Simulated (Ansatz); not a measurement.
We consider rutile MnF₂, described by PBE-D3(BJ) (Ansatz, a quantum-chemistry and plane-wave program, PAW).

Run with plane-wave cutoff 500 eV, 8×8×12 k mesh (along the axes of the cell as run), Fermi–Dirac smearing 0.05 eV, spin-polarised with opposed moments, scalar-relativistic PAW data made under PBE.

Cell (relaxed at this level):

```cif
data_F4Mn2
_chemical_formula_sum 'Mn2 F4'
_space_group_name_H-M_alt 'P 1'
_space_group_IT_number 1
_cell_length_a 4.89028
_cell_length_b 4.89028
_cell_length_c 3.31140
_cell_angle_alpha 90.000
_cell_angle_beta 90.000
_cell_angle_gamma 90.000
loop_
_space_group_symop_operation_xyz
  'x, y, z'
loop_
_atom_site_label
_atom_site_type_symbol
_atom_site_fract_x
_atom_site_fract_y
_atom_site_fract_z
_atom_site_occupancy
Mn1 Mn 0.00000 0.00000 0.00000 1
Mn2 Mn 0.50000 0.50000 0.50000 1
F1 F 0.30301 0.30301 0.00000 1
F2 F 0.80301 0.19699 0.50000 1
F3 F 0.19699 0.80301 0.50000 1
F4 F 0.69699 0.69699 0.00000 1
```

Task: What does this level give for the magnetic moment (largest site, within a sphere) and band gap?

Result: 
- magnetic moment (largest site, within a sphere) = 4.14 μB
- band gap = 2.23 eV (on the SCF k mesh)

Measured, for comparison: band gap 9.9 eV (temperature not stated, no zero-point or thermal correction, the source doubts the polymorph; as tabulated in Das and Bazhirov (2019), arXiv:1808.05325). Computed (rounded) less measured: band gap not scored (a reference that its source doubts or gives as a wide range).

Moments are spin moments.

Cost on a shared machine: roughly 6 core-minutes.
